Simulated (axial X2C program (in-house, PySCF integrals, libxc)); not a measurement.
The numbers below are computed, except where a source is named.
**NH⁺: input and output**

Program: an in-house all-electron X2C program for linear molecules (integrals from PySCF).

Input file and command:
```json
{"zs": [7, 1], "q": 1, "bas": ["dyall-av3z", "dyall-v3z"], "levels": ["PBE0", "HF", "PBE50"], "cc": true, "r0": 1.03, "thr": -2.0, "nmax": 90, "npts": 10, "nst": 2, "ntry": 6}
```
```bash
python so2c.py task.json out
```

Keys: zs atomic numbers; q charge; bas basis sets; levels methods; cc coupled cluster on or off; r0 starting distance in Å; thr threshold in hartree for freezing inner shells (an s shell follows its p shell); nmax most natural virtual spinors; npts points on the curve; nst determinants followed; ntry starts of the search. HF also brings MP2.

Output of the PBE0 step, two-component, at R = 1.101 Å for the state Ω = 3/2. It starts from the PBE0 orbitals of the search at 1.101 Å.

```
two-component X2C + atomic mean field  PBE0
basis functions 74  fitting functions 385  grid points 4344
iter        total energy     max residual
   1        -54.710417481     8.17e-05
   2        -54.710417533     4.09e-05
   3        -54.710417560     3.46e-05
   4        -54.710417573     1.84e-05
   5        -54.710417576     8.18e-06
converged
one-electron -77.52180769  Coulomb 26.25638015  exact exchange -1.66623820  xc functional -5.14058300  nuclear repulsion 3.36443277  atomic mean-field constant -0.00260161
```
Energies are in hartree; totals compare only within one Hamiltonian and basis.
